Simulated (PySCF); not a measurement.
FLi.

```xyz
2

Li     0.0000     0.0000    -1.1862
F      0.0000     0.0000     0.3954
```

The structure is a stationary point at PBE-D3(BJ)/def2-TZVPD.

The numbers are results of PySCF with PBE0/pcSseg-2, not measurements. Non-relativistic, no solvent.

Computed absolute GIAO shielding of each atom: isotropic value and principal components (ppm):
| atom | σ(iso) | σ11 | σ22 | σ33 | span |
|---|---|---|---|---|---|
| Li1 | 88.2 | 79.4 | 79.4 | 105.7 | 26.3 |
| F2 | 348.4 | 282.1 | 282.1 | 480.8 | 198.7 |
